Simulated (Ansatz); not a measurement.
# AlC (quartet): from Hartree-Fock to the top rungs, cc-pVDZ

Aim: climb from Hartree-Fock through coupled cluster and multireference methods for AlC (quartet) at one geometry and basis, and see what each rung misses.

Computed with Ansatz 0.2.0, Gaussian basis. Level: cc-pVDZ, core rule «outside noble gas», up to 6 orbitals frozen.

Plan: UHF; CCSD(T) on ROHF; CCSD(T) on UHF; BCCD(T) on ROHF; CISD; CCSDT(Q) on ROHF; CCSDT(Q) on UHF; CASSCF and MRCISD+Q, 7 electrons in 8 orbitals; CASSCF and NEVPT2, 7 electrons in 8 orbitals; Full CI.

17 further runs of the same task are left out: 7 that didn't finish, 10 set aside as unsound or not needed.

**1. What is computed**

The geometry is a PBE0/def2-TZVP stationary point (not a proven minimum).

2 atoms, charge 0, spin multiplicity 4.

Atoms are counted from 1 here; the program's logs count them from 0.

Bond lengths: Al1–C2 1.967 Å.

**2. UHF**

The input, in.yaml:

```yaml
crystal:
  periodic: [false, false, false]
  atoms:
    - {symbol: Al, position_ang: [0.000000, 0.000000, 0.000000]}
    - {symbol: C, position_ang: [0.000000, 0.000000, 1.966767]}
basis:
  gaussian: {orbitals: cc-pVDZ}
magnetization: {spin_polarized: true, initial_magnetization: 3}
hamiltonian: {xc: hf}
output: {orbitals: {seedname: orbitals}}
```

On the command line:

```bash
$ ansatz run in.yaml --threads 1 --pin off --events-out ev --progress --plain --max-ram 2393MiB
```

After this run come: CCSD(T) on ROHF; CCSD(T) on UHF; BCCD(T) on ROHF; CISD; CCSDT(Q) on ROHF; CCSDT(Q) on UHF; CASSCF and MRCISD+Q, 7 electrons in 8 orbitals; CASSCF and NEVPT2, 7 electrons in 8 orbitals; Full CI.

Before running them: what should the planned runs give, taken together? Wanted: FCI below the RHF energy; RMP2 from FCI; UMP2 from FCI; RCCSD from FCI; RCCSD(T) from FCI; UCCSD(T) from FCI; RCCSDT(Q) from FCI; UCCSDT(Q) from FCI; NEVPT2 valence from FCI.

As calculated:

| quantity | value |
| --- | --- |
| FCI below the RHF energy | -3.9413 eV |
| RMP2 from FCI | +1069.3 meV |
| UMP2 from FCI | +1053.3 meV |
| RCCSD from FCI | +171.9 meV |
| RCCSD(T) from FCI | +49.4 meV |
| UCCSD(T) from FCI | +48.2 meV |
| RCCSDT(Q) from FCI | +0.3 meV |
| UCCSDT(Q) from FCI | -1.4 meV |
| NEVPT2 valence from FCI | +604.3 meV |
| MRCISD+Q valence from FCI | +19.4 meV |
| levels within 1 kcal/mol (43 meV) | RCCSDT, UCCSDT, RCCSDT(Q), UCCSDT(Q), MRCISD+Q valence |
| T1 diagnostic | 0.048 |
| effectively unpaired electrons | 3.10 |

In words: RCCSD(T) lands +49.4 meV from the yardstick (1.3 % of the correlation energy). The occupations are near whole numbers, but T1 = 0.048 shows that the orbitals relax strongly. Of the multireference levels listed MRCISD+Q valence comes nearest in total energy (+19.4 meV), which doesn't show that its space is the better one. These misses are within one basis, not against nature; the frozen cores of restricted and unrestricted runs differ, which can shift their rows.
